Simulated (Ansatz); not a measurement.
Rock-salt HfC was calculated with r²SCAN (plane waves, PAW; Ansatz, a first-principles code).

Numerical settings: plane-wave cutoff 600 eV, 16×16×16 k mesh, Fermi–Dirac smearing 0.1 eV, finite displacements, scalar-relativistic PAW data made under PBE.

The cell has the measured lattice parameters. Conventional cell: a = 4.6400 Å, b = 4.6400 Å, c = 4.6400 Å, α = 90.00°, β = 90.00°, γ = 90.00°.

Space group Fm-3m (No. 225); a = b = c = 4.6400 Å, α = β = γ = 90.00°

```
atom  site  symmetry       x       y       z
----  ----  --------  ------  ------  ------
Hf      4a      m-3m  0.0000  0.0000  0.0000
C       4b      m-3m  0.5000  0.5000  0.5000
```
(The calculation used a cell of 2 atoms; values per cell refer to that cell.)

Harmonic phonon frequencies (cm⁻¹; i marks an imaginary mode):

| q point | frequencies |
|---|---|
| Γ | 0 0 0 423 423 423 |
| X | (withheld) |
| L | (withheld) |

Q: Fill in the missing entries.

A: 
- X, frequencies: 151 151 194 489 489 589
- L, frequencies: 131 131 244 552 552 706

No imaginary mode appears at these points.

Note: the cell isn't this level's own, so it is under some stress, which shifts stiffness and frequencies.
